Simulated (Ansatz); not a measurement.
**AlSi (doublet): the correlation ladder at distance Si1–Al2 = 6.558 Å, cc-pVDZ**

One table from this session's results is given with a row withheld; the runs are named, their logs left out.

Program: Ansatz 0.2.0, Gaussian basis. Level of theory: cc-pVDZ, core rule «outside noble gas», up to 10 orbitals frozen. These are calculated values, not measurements.

The runs, in order: UHF; CCSD(T) on UHF; BCCD(T) on ROHF; CISD; CCSDT(Q) on UHF; CASSCF and MRCISD+Q, 3 electrons in 3 orbitals; CASSCF and NEVPT2, 3 electrons in 3 orbitals; CASSCF and MRCISD+Q, 7 electrons in 8 orbitals; CASSCF and MRCISD+Q(relaxed), 7 electrons in 8 orbitals; CASSCF and NEVPT2, 7 electrons in 8 orbitals; Full CI; Full CI in the symmetry of the determinant.

30 further runs of the same task are left out: 6 for a known fault of the program, 17 that didn't finish, 7 set aside as unsound or not needed.

### The geometry

The geometry derives from a PBE0/def2-TZVP stationary point (not a proven minimum). One bond is set to the value named and the two fragments are kept rigid.

2 atoms, charge 0, spin multiplicity 2.

Atoms are counted from 1 here; the program's logs count them from 0.

No contacts short enough for the rule that draws bonds.

Set-up of the first run:

in.yaml reads:

```yaml
crystal:
  periodic: [false, false, false]
  atoms:
    - {symbol: Si, position_ang: [0.000000, 0.000000, 0.000000]}
    - {symbol: Al, position_ang: [0.000000, 0.000000, 6.558000]}
basis:
  gaussian: {orbitals: cc-pVDZ}
magnetization: {spin_polarized: true, initial_magnetization: 1}
hamiltonian: {xc: hf}
output: {orbitals: {seedname: orbitals}}
```

Launch:

```bash
> ansatz run in.yaml --threads 1 --pin off --events-out ev --progress --plain --max-ram 2393MiB
```

Among the steps run: UHF; CCSD(T) on UHF; BCCD(T) on ROHF; CISD; CCSDT(Q) on UHF; CASSCF and MRCISD+Q, 3 electrons in 3 orbitals; CASSCF and NEVPT2, 3 electrons in 3 orbitals; CASSCF and MRCISD+Q, 7 electrons in 8 orbitals; CASSCF and MRCISD+Q(relaxed), 7 electrons in 8 orbitals; CASSCF and NEVPT2, 7 electrons in 8 orbitals; Full CI; Full CI in the symmetry of the determinant.

One table of the session follows, with a row left open; its other results are not shown here.

| method | from FCI (meV) |
| --- | --- |
| UHF | ? |
| UMP2 | +1036.8 |
| UCCSD | +69.7 |
| UCCSD(T) | +23.8 |
| UCCSDT | +3.0 |
| UCCSDT(Q) | +1.8 |
| CASSCF pair | +3283.5 |
| NEVPT2 pair | +995.8 |
| MRCISD pair | +278.7 |
| MRCISD+Q pair | -89.4 |
| CASSCF valence | +2265.0 |
| NEVPT2 valence | +712.2 |
| MRCISD valence | +161.6 |
| MRCISD+Q valence | -6.8 |
| MRCISD+Q(relaxed) valence | -49.6 |
| FCI | 0 |

**Question.** Estimate the row for UHF.

As computed: from FCI (meV): +3092.7. In the column «from FCI (meV)» it lies between CASSCF valence (+2265.0) and CASSCF pair (+3283.5).

Among the levels timed on like hardware and quicker than the yardstick, those that no quicker one beats, quickest first: NEVPT2 pair (3.4 s, +995.8 meV); MRCISD+Q pair (3.6 s, -89.4 meV); MRCISD+Q valence (6 s, -6.8 meV); UCCSDT(Q) (34 s, +1.8 meV).

Not comparable, so not listed: CISD (they don't share determinant, frozen orbitals or solution with the rows shown, or repeat one).

Caveats from the session: The report flags that the cluster equations may have other roots. The yardstick is full CI for this spin, exact in this basis with these frozen cores. Left out of the table: BCCD(T) (another determinant or state than the rows shown). MRCISD+Q pair, MRCISD+Q valence, MRCISD+Q(relaxed) valence fall below full CI: the +Q correction isn't variational, and the cores differ from full CI's. With 3.4 effectively unpaired electrons against 1 the state is strongly multireference. Of the multireference levels listed MRCISD+Q valence comes nearest in total energy (-6.8 meV), which doesn't show that its space is the better one. Levels on UHF freeze UHF's core orbitals, full CI those of ROHF, so the U rows can settle a little off it for that reason alone. Warnings in the runs' records: other roots.
